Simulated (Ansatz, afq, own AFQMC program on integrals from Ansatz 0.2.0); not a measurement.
CH$_{3}$Si, doublet → CH$_{3}$Si⁺, singlet

```yaml
atoms:
  - { symbol: Si, position_ang: [-0.0027, 0.0000, 0.4927] }
  - { symbol: C, position_ang: [0.0237, 0.0000, -1.3968] }
  - { symbol: H, position_ang: [0.6305, -1.2164, 1.0698] }
  - { symbol: H, position_ang: [0.6307, 1.2163, 1.0698] }
  - { symbol: H, position_ang: [-1.4681, 0.0001, 0.7752] }
```

Connectivity, by distances: SiH3–C.

E(singlet, charge +1) − E(doublet, charge +0) at this geometry, on ROHF and RHF determinants.

Basis cc-pVDZ. Noble-gas cores (and the filled d shells of Ga–Kr and In–Xe) are frozen. Integrals, coupled cluster, full CI and functionals: Ansatz 0.2.0; the random walks run on the same integrals in our own AFQMC program. ph-AFQMC/CISD is guided by a CISD state made of CCSD amplitudes; releasing the constraint for a short imaginary time cuts its bias at the price of noise, slowly where states lie close. ± is one standard error of the sampling. The errors of all members are added in quadrature.

No full CI on the walks' own integrals is used here; CCSDT(Q) serves as the reference and is uncertain by about the last step of the cluster series. Each member takes its own surest rung, up to full CI.

Errors are counted within cc-pVDZ, not against nature.

Cautions: CH₃Si (doublet): another spin lies lower, a spin-contaminated unrestricted determinant lies lower (UHF 424 meV lower, ⟨S²⟩ 1.40); CH₃Si⁺ (singlet): restricted determinant unstable towards unrestricted (UHF 578 meV lower, ⟨S²⟩ 0.77), strong correlation (T1 0.035, weight of the determinant 0.84, largest double 0.09), its ph-AFQMC/CISD value lies 19 ± 5 meV above CCSDTQ.

```csv
level,vertical ionization energy (kcal/mol)
HF,213.7
MP2,221.2
```

From these cheaper values, estimate the vertical ionization energy at the reference level in cc-pVDZ.

215.1 kcal/mol (CCSDT(Q) in cc-pVDZ).

| level | vertical ionization energy (kcal/mol) | error against CCSDT(Q) (kcal/mol) |
| --- | --- | --- |
| CCSD | 216.7 | 1.6 |
| CCSD(T) | 215.7 | 0.6 |
| CCSDT | 215.3 | 0.2 |
| ph-AFQMC/CISD | 215.3 ± 0.1 | 0.2 ± 0.1 |
| released AFQMC | 215.0 ± 0.2 | -0.1 ± 0.2 |

Correlation beyond CCSD(T) takes off 0.6 kcal/mol. The perturbative (T) step is worth −1.0 kcal/mol. Where the cautions show a poor determinant, the low rows tell how each method copes with it, not its usual error.

A walk keeps the symmetry of its determinant, which the program's search chose and which needn't be the lowest solution, so a lower state of the same spin and another symmetry isn't excluded. Released energies are given only where the last usable release times agree within the noise; a slower fall can still hide under it.
